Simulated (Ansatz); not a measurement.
Relaxing Rb2Ir

Computed with DFT PBE, scalar-relativistic, plane waves, PAW in Ansatz. Cutoff 420 eV, Γ-centred k mesh, Gaussian smearing, no spin polarisation in the final step.

The start is a random cell of Rb2Ir with space group P-42m (No. 111), drawn with lower limits on the distances.

```xyz
6
Lattice="6.2795 0.0000 0.0000 0.0000 6.2795 0.0000 0.0000 0.0000 6.2766" Properties=species:S:1:pos:R:3 pbc="T T T"
Rb    1.0416    1.0416    1.0411
Rb    5.2379    5.2379    1.0411
Rb    5.2379    1.0416    5.2354
Rb    1.0416    5.2379    5.2354
Ir    3.1397    0.0000    0.0000
Ir    0.0000    3.1397    0.0000
```

Cell and atoms relax at zero pressure; the relaxation can't lower the symmetry of the start. After a coarse first stage the cell is made exact in the group found at 0.06 Å.

The zero of energy is the elements' standard structures at the same level; no fitted shifts are applied.

Which crystal results?

It ends in P4/mmm (No. 123). Conventional cell: a = 6.190 Å, c = 3.006 Å. Rb is coordinated by 2 Rb at 3.01 Å and 4 Ir at 3.44 Å; Ir has 2 Ir at 3.01 Å and 8 Rb at 3.44 Å.

```cif
data_structure
_symmetry_space_group_name_H-M 'P4/mmm'
_symmetry_Int_Tables_number 123
_cell_length_a 6.1900
_cell_length_b 6.1900
_cell_length_c 3.0059
_cell_angle_alpha 90.000
_cell_angle_beta 90.000
_cell_angle_gamma 90.000
_cell_volume 115.17
loop_
_atom_site_label
_atom_site_type_symbol
_atom_site_symmetry_multiplicity
_atom_site_Wyckoff_symbol
_atom_site_fract_x
_atom_site_fract_y
_atom_site_fract_z
_atom_site_occupancy
Rb1 Rb 2 e 0.00000 0.50000 0.50000 1
Ir1 Ir 1 c 0.50000 0.50000 0.00000 1
```

What are its volume, energy, density and gap?

The volume per atom is 38.39 Å³ and the density is 5.24 g/cm³. The energy over the elements is 0.94 eV/atom and the gap on the 8×8×16 mesh is 0 eV (a metal).

The final run used a 8×8×16 mesh on its 3-atom cell and 0.10 eV smearing. For metals, differences of a few meV/atom aren't resolved. Spin–orbit coupling is left out. Symmetry constrained the relaxation, so the result can be a saddle point.

Cost: 3 runs of about 12 core-minutes in all, on Arm Neoverse V1 (shared hosts).